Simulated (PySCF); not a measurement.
Variants of one PySCF input: AlH

Base input, run as `python input.py` with PySCF 2.14:

```python
from pyscf import gto, scf, cc

mol = gto.M(
    atom='Al 0 0 0; H 0 0 1.515',
    basis='def2-tzvp',
    charge=0,
    spin=0,
    verbose=4,
)
mf = scf.RHF(mol)
mf = mf.density_fit(auxbasis='def2-universal-jkfit')
mf.kernel()
mycc = cc.CCSD(mf, frozen=5)
mycc.kernel()
mycc.ccsd_t()
mf.dip_moment()
print('orbital energies (hartree):', mf.mo_energy[..., max(0, mol.nelec[1]-3):mol.nelec[0]+3].round(4))
```

Base result: E(SCF) = -242.453566 Eh, 8 cycles, E(CCSD) − E(SCF) = -0.07890 Eh, (T) = -0.00128 Eh, μz(SCF) = 0.62 D. Stability towards an unrestricted solution was not tested. The bond length is a typed value, not an optimised one.

Wall time 2.8 s on one thread of a shared host.

Each row names what differs from the base; energies in brackets are changes from the base.

| change | result |
| --- | --- |
| length unit: angstrom → bohr [unsound on purpose] | E(SCF) = -241.878035 Eh (+15.6610 eV), 8 cycles, E(CCSD) − E(SCF) = -0.08409 Eh, (T) = -0.00138 Eh, μz(SCF) = 2.36 D |
| PCM solvent, dielectric constant: none → 4.71; step after the SCF: ccsd(t) → analyze | E(SCF) = -242.460321 Eh (-0.1838 eV), 8 cycles, μz(SCF) = 0.90 D |
| electric field along z (a.u.): none → 0.01 | E(SCF) = -242.458009 Eh (-0.1209 eV), 8 cycles, E(CCSD) − E(SCF) = -0.07820 Eh, (T) = -0.00128 Eh, μz(SCF) = 1.64 D |
| step after the SCF: ccsd(t) → eomip; frozen orbitals: 5 → 0; number of roots: default → 3 | E(SCF) = -242.453566 Eh (+0.0000 eV), 8 cycles, E(CCSD) − E(SCF) = -0.19620 Eh, μz(SCF) = 0.62 D, ionisation roots 8.186, 12.538, 12.538 eV |
| basis set: def2-tzvp → def2-svp | E(SCF) = -242.368761 Eh (+2.3077 eV), 7 cycles, E(CCSD) − E(SCF) = -0.07057 Eh, (T) = -0.00088 Eh, μz(SCF) = 0.82 D |
| electric field along z (a.u.): none → -0.01 | E(SCF) = -242.453073 Eh (+0.0134 eV), 8 cycles, E(CCSD) − E(SCF) = -0.07956 Eh, (T) = -0.00129 Eh, μz(SCF) = -0.37 D |
| basis set: def2-tzvp → pcseg-2 | E(SCF) = -242.449839 Eh (+0.1014 eV), 8 cycles, E(CCSD) − E(SCF) = -0.07739 Eh, (T) = -0.00109 Eh, μz(SCF) = 0.61 D |
| geometry: bond 1.515 → bond 4.545 [stretched restricted solution, likely unstable] | E(SCF) = -242.287027 Eh (+4.5318 eV), 9 cycles, E(CCSD) − E(SCF) = -0.12923 Eh, (T) = -0.02598 Eh, μz(SCF) = -12.29 D |
| Cartesian functions: off → on | E(SCF) = -242.453742 Eh (-0.0048 eV), 8 cycles, E(CCSD) − E(SCF) = -0.07960 Eh, (T) = -0.00132 Eh, μz(SCF) = 0.64 D |
| spin (2S): 0 → 4; SCF type: RHF → UHF | stops with ValueError (All chunk dimensions must be positive (all chunk dimensions must be positive)) after the SCF |
| geometry: bond 1.515 → bond 1.333 | E(SCF) = -242.427070 Eh (+0.7210 eV), 8 cycles, E(CCSD) − E(SCF) = -0.07944 Eh, (T) = -0.00122 Eh, μz(SCF) = 1.27 D |
| step after the SCF: ccsd(t) → cisd; frozen orbitals: 5 → 0 | E(SCF) = -242.453566 Eh (+0.0000 eV), 8 cycles, E(CISD) − E(SCF) = -0.18550 Eh, μz(SCF) = 0.62 D |
| geometry: bond 1.515 → bond 1.894 | E(SCF) = -242.448878 Eh (+0.1276 eV), 8 cycles, E(CCSD) − E(SCF) = -0.07908 Eh, (T) = -0.00150 Eh, μz(SCF) = -1.01 D |
| charge: 0 → 1; spin (2S): 0 → 1; SCF type: RHF → UHF [another spin of the ion may lie lower] | E(SCF) = -242.190546 Eh (+7.1571 eV), 10 cycles, E(CCSD) − E(SCF) = -0.04276 Eh, (T) = -0.00054 Eh, ⟨S²⟩ = 0.768 |
| electric field along z (a.u.): none → 0.001 | E(SCF) = -242.453831 Eh (-0.0072 eV), 8 cycles, E(CCSD) − E(SCF) = -0.07883 Eh, (T) = -0.00128 Eh, μz(SCF) = 0.72 D |
| density fitting: def2-universal-jkfit → cc-pvdz-jkfit | E(SCF) = -242.453531 Eh (+0.0009 eV), 8 cycles, E(CCSD) − E(SCF) = -0.07920 Eh, (T) = -0.00129 Eh, μz(SCF) = 0.62 D |
| point-group symmetry: off → on | E(SCF) = -242.453566 Eh (+0.0000 eV), 8 cycles, E(CCSD) − E(SCF) = -0.07890 Eh, (T) = -0.00128 Eh, μz(SCF) = 0.62 D |
| step after the SCF: ccsd(t) → stability | E(SCF) = -242.453566 Eh (+0.0000 eV), 8 cycles, μz(SCF) = 0.62 D, internal stable; real -> complex stable; RHF/RKS -> UHF/UKS unstable |
| geometry: bond 1.515 → bond 1.56 | E(SCF) = -242.456013 Eh (-0.0666 eV), 8 cycles, E(CCSD) − E(SCF) = -0.07884 Eh, (T) = -0.00130 Eh, μz(SCF) = 0.45 D |
| geometry: bond 1.515 → bond 1.697 | E(SCF) = -242.457248 Eh (-0.1002 eV), 8 cycles, E(CCSD) − E(SCF) = -0.07879 Eh, (T) = -0.00137 Eh, μz(SCF) = -0.12 D |
| geometry: bond 1.515 → bond 0 [unsound on purpose] | stops with RuntimeError (Ill geometry) |
| basis set: def2-tzvp → crenbl; core potential: off → on; frozen orbitals: 5 → 0 | E(SCF) = -2.444609 Eh, 7 cycles, E(CCSD) − E(SCF) = -0.04585 Eh, (T) = -0.00030 Eh, μz(SCF) = 0.90 D |
| spin-free X2C: off → on [basis contracted without relativity] | E(SCF) = -242.849326 Eh, 8 cycles, E(CCSD) − E(SCF) = -0.07889 Eh, (T) = -0.00128 Eh, μz(SCF) = 0.61 D |

Task: Order these changes by how far they move the SCF energy from the base, largest first: (1) PCM solvent, dielectric constant: none → 4.71; step after the SCF: ccsd(t) → analyze; (2) geometry: bond 1.515 → bond 1.333; (3) geometry: bond 1.515 → bond 1.894; (4) geometry: bond 1.515 → bond 4.545.

Result: (4) +4.5318 eV, (2) +0.7210 eV, (1) -0.1838 eV, (3) +0.1276 eV.
